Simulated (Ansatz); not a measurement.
# Active spaces for PH3, singlet

Calculated in Ansatz's Gaussian-basis code. Basis aug-cc-pV(D+d)Z on P, aug-cc-pVDZ on H, nonrelativistic, 5 orbitals frozen in the corrections. State-specific CASSCF; RHF is the lowest restricted (open-shell) Hartree–Fock solution met. No symmetry is imposed, so a solution can break that of the shape. The lowest solution met needn't be the lowest there is, nor hold the orbitals that a chemist would pick.

Geometry:

```tsv
atom	x (Å)	y (Å)	z (Å)
P	0.1251	0.0000	0.0395
H	-0.3980	0.0000	-1.5007
H	-0.7396	-1.0398	0.4540
H	-0.7396	1.0398	0.4540
```

Q: What do CASSCF and its corrections give against RHF in CAS(2,2), and what are the occupations?

A: CASSCF -0.524 eV, SC-NEVPT2 -3.935 eV; occupations 1.96, 0.04.

Q: How do single-reference totals in the same basis and frozen core stand against SC-NEVPT2 in CAS(2,2)?

A: CCSD(T) -0.946 eV. Coupled cluster stands on the determinant that it favours, which can lie over the RHF solution above, and is in doubt where the occupations are far from 0, 1 and 2.
